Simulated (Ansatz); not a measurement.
# C6H12: a ladder of functionals and wavefunction methods

One table from this session's results is given with a row withheld; the runs are named, their logs left out.

Computed with Ansatz 0.2.0, Gaussian basis. Level: functionals in def2-TZVPP, the program's frozen cores in correlated methods.

The runs, in order: LDA (SPW92), PBE-D4, revPBE-D4, BLYP-D4, r2SCAN-D4, B97M-V, PBE0-D4, B3LYP-D4, r2SCANh-D4, r2SCAN0-D4, HSE06-D4, BHLYP-D4, CAM-B3LYP-D4, LC-ωPBE, ωB97X-V, ωB97M-V, B2PLYP, PBE-QIDH; CCSD(T)/def2-SVP; CCSD(T)/def2-TZVPP; MP2/def2-QZVPP; extrapolation to the limit; RPA on PBE.

### The relaxed structure

The geometry comes from an earlier relaxation with PBE0-D4 in a triple-zeta def2 set; it is a stationary point, not always the lowest conformer.

SMILES `C1CCCCC1`, 18 atoms, charge 0, spin multiplicity 1.

Atoms are counted from 1 here; the program's logs count them from 0.

Bond lengths: C1–C2 1.521 Å, C1–C6 1.534 Å, C1–H7 1.093 Å, C1–H8 1.096 Å, C2–C3 1.534 Å, C2–H9 1.096 Å, C2–H10 1.093 Å, C3–C4 1.534 Å, C3–H11 1.094 Å, C3–H12 1.094 Å, C4–C5 1.521 Å, C4–H13 1.093 Å, C4–H14 1.096 Å, C5–C6 1.534 Å, C5–H15 1.093 Å, C5–H16 1.096 Å, C6–H17 1.094 Å, C6–H18 1.094 Å. Angles: C2–C1–C6 110.7°, C2–C1–H7 111.0°, C2–C1–H8 108.8°, C6–C1–H7 110.2°, C6–C1–H8 110.0°, H7–C1–H8 106.1°, C1–C2–C3 110.7°, C1–C2–H9 108.8°, C1–C2–H10 111.0°, C3–C2–H9 110.0°, C3–C2–H10 110.2°, H9–C2–H10 106.1°, C2–C3–C4 112.0°, C2–C3–H11 109.8°, C2–C3–H12 109.4°, C4–C3–H11 109.4°, C4–C3–H12 109.8°, H11–C3–H12 106.2° and more.

Geometry (Å):

```mol
C6H12
  3D, bonds by distance, orders not assigned

 18 18  0  0  0  0  0  0  0  0999 V2000
   -0.1807    1.3151   -0.5332 C   0  0
    1.1948    0.7635   -0.1904 C   0  0
    1.2437   -0.7527   -0.4189 C   0  0
   -0.1178   -1.4152   -0.1728 C   0  0
   -0.8965   -0.6635    0.8960 C   0  0
   -1.2435    0.7527    0.4193 C   0  0
   -0.1836    2.4077   -0.4991 H   0  0
   -0.4227    1.0427   -1.5668 H   0  0
    1.4149    0.9912    0.8587 H   0  0
    1.9723    1.2589   -0.7777 H   0  0
    1.5713   -0.9633   -1.4415 H   0  0
    1.9963   -1.1958    0.2405 H   0  0
    0.0175   -2.4634    0.1064 H   0  0
   -0.7041   -1.4206   -1.0986 H   0  0
   -1.8069   -1.2034    1.1690 H   0  0
   -0.2884   -0.6135    1.8062 H   0  0
   -1.3509    1.4122    1.2860 H   0  0
   -2.2158    0.7473   -0.0829 H   0  0
  1  2  8  0
  2  3  8  0
  3  4  8  0
  4  5  8  0
  5  6  8  0
  1  7  8  0
  1  8  8  0
  2  9  8  0
  2 10  8  0
  3 11  8  0
  3 12  8  0
  4 13  8  0
  4 14  8  0
  5 15  8  0
  5 16  8  0
  6 17  8  0
  6 18  8  0
  1  6  8  0
M  END
```

Set-up of the first run:

Input file in.yaml:

```yaml
crystal:
  periodic: [false, false, false]
  atoms:
    - {symbol: C, position_ang: [-0.180693, 1.315066, -0.533246]}
    - {symbol: C, position_ang: [1.194781, 0.763478, -0.190421]}
    - {symbol: C, position_ang: [1.243727, -0.752671, -0.418858]}
    - {symbol: C, position_ang: [-0.117792, -1.415160, -0.172806]}
    - {symbol: C, position_ang: [-0.896511, -0.663466, 0.895961]}
    - {symbol: C, position_ang: [-1.243534, 0.752748, 0.419290]}
    - {symbol: H, position_ang: [-0.183564, 2.407676, -0.499141]}
    - {symbol: H, position_ang: [-0.422664, 1.042731, -1.566773]}
    - {symbol: H, position_ang: [1.414937, 0.991216, 0.858655]}
    - {symbol: H, position_ang: [1.972346, 1.258893, -0.777723]}
    - {symbol: H, position_ang: [1.571269, -0.963325, -1.441521]}
    - {symbol: H, position_ang: [1.996332, -1.195774, 0.240498]}
    - {symbol: H, position_ang: [0.017537, -2.463351, 0.106390]}
    - {symbol: H, position_ang: [-0.704145, -1.420613, -1.098577]}
    - {symbol: H, position_ang: [-1.806933, -1.203420, 1.168993]}
    - {symbol: H, position_ang: [-0.288379, -0.613491, 1.806220]}
    - {symbol: H, position_ang: [-1.350920, 1.412165, 1.285975]}
    - {symbol: H, position_ang: [-2.215777, 0.747289, -0.082916]}
basis:
  gaussian: {orbitals: def2-TZVPP}
hamiltonian: {xc: lda}
output: {orbitals: {seedname: orbitals}}
```

The run is started by

```sh
> ansatz run in.yaml --threads 2 --pin off --events-out ev --progress --plain --max-ram 22528MiB --backend cuda --devices 0, --max-vram 18GiB
```

Steps of the session up to this table: LDA; PBE-D4 (GGA); revPBE-D4 (GGA); BLYP-D4 (GGA); r2SCAN-D4 (meta-GGA); B97M-V (meta-GGA); B3LYP-D4 (hybrid); r2SCANh-D4 (hybrid); r2SCAN0-D4 (hybrid); HSE06-D4 (hybrid); BHLYP-D4 (hybrid); CAM-B3LYP-D4 (range-separated); LC-ωPBE (range-separated); ωB97X-V (range-separated); ωB97M-V (range-separated); B2PLYP (double hybrid); PBE-QIDH (double hybrid).

One of the session's tables, all rows but one given; the rest of the session is left out.

It belongs to the step «Frontier levels by functional». 

| functional | HOMO (eV) | LUMO (eV) | gap (eV) |
| --- | --- | --- | --- |
| LDA (SPW92) | -6.89 | 0.15 | 7.03 |
| PBE-D4 | -6.89 | 0.30 | 7.20 |
| revPBE-D4 | -6.87 | 0.38 | 7.26 |
| BLYP-D4 | -6.86 | 0.30 | 7.16 |
| r2SCAN-D4 | -7.16 | 1.02 | 8.18 |
| B97M-V | -7.32 | 0.42 | 7.74 |
| PBE0-D4 | -8.24 | 1.10 | 9.34 |
| B3LYP-D4 | -8.09 | 0.77 | 8.86 |
| r2SCANh-D4 | ? | ? | ? |
| r2SCAN0-D4 | -8.42 | 1.57 | 9.99 |
| HSE06-D4 | -7.84 | 0.73 | 8.57 |
| BHLYP-D4 | -9.59 | 1.71 | 11.30 |
| CAM-B3LYP-D4 | -9.68 | 1.87 | 11.55 |
| LC-ωPBE | -10.99 | 3.17 | 14.16 |
| ωB97X-V | -10.68 | 2.95 | 13.63 |
| ωB97M-V | -10.55 | 2.53 | 13.08 |

Q: Estimate the row for r2SCANh-D4 from the others.

Worked estimate for «HOMO (eV)». Against the share of exact exchange, r2SCAN-D4 (0, -7.16), r2SCAN0-D4 (0.25, -8.42) give a slope of -5.04 per unit share; at 0.1 the line stands at -7.66.

As computed: HOMO (eV): -7.66; LUMO (eV): 1.25; gap (eV): 8.91. In «HOMO (eV)» the line misses by 0.00.
